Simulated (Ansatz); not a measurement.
**HC–Ga–Cl⁺, triplet: reading a ladder of total energies**

Geometry: that of the HC–Ga–Cl, quartet, kept fixed.

| atom | x (Å) | y (Å) | z (Å) |
| --- | --- | --- | --- |
| C | 0.0000 | -0.9328 | 1.8868 |
| Ga | 0.0000 | 0.3711 | 0.4542 |
| Cl | 0.0000 | -0.3580 | -1.5962 |
| H | 0.0000 | -1.9603 | 2.2438 |

Basis cc-pVDZ; Ansatz 0.2.0. Only valence electrons are correlated (noble-gas cores and the filled d shells of p-block atoms frozen), which leaves 14 electrons in 44 orbitals. R marks a restricted (for open shells ROHF) determinant, U an unrestricted one. No spin–orbit coupling is included, and no scalar relativity.

Full CI isn't at hand for all of this; UCCSDT(Q) serves as the reference, and is uncertain by about the last step of the cluster series.

Runs differ by some tens of microhartree through their thresholds and, for an open shell, their frozen cores, so steps under 0.03 kcal/mol mean nothing.

```json
{"level": "UHF", "total energy (hartree)": "-2420.812881"}
{"level": "UMP2", "total energy (hartree)": "-2421.068214"}
{"level": "UCCSD", "total energy (hartree)": "-2421.103562"}
{"level": "UCCSD(T)", "total energy (hartree)": "-2421.112367"}
{"level": "UCCSDT", "total energy (hartree)": "-2421.113909"}
{"level": "UCCSDT(Q)", "total energy (hartree)": "-2421.114794"}
```

Task: What is the correlation energy at UCCSDT(Q), and what share of it do UMP2 and UCCSD recover?

Result: E(corr) = -2421.114794 − (-2420.812881) = -0.301913 hartree = -8.215 eV. UMP2: -0.255333 / -0.301913 = 84.57 %. UCCSD: -0.290681 / -0.301913 = 96.28 %.

Task: By how many kcal/mol does UCCSD(T) miss UCCSDT(Q) (1 hartree = 627.509 kcal/mol), and which steps make up the rest?

Result: -2421.112367 − (-2421.114794) = 0.002427 hartree = 1.52 kcal/mol. Steps: UCCSDT − UCCSD(T) = -0.97, UCCSDT(Q) − UCCSDT = -0.56 kcal/mol. Differences between like states or geometries often cancel part of this.
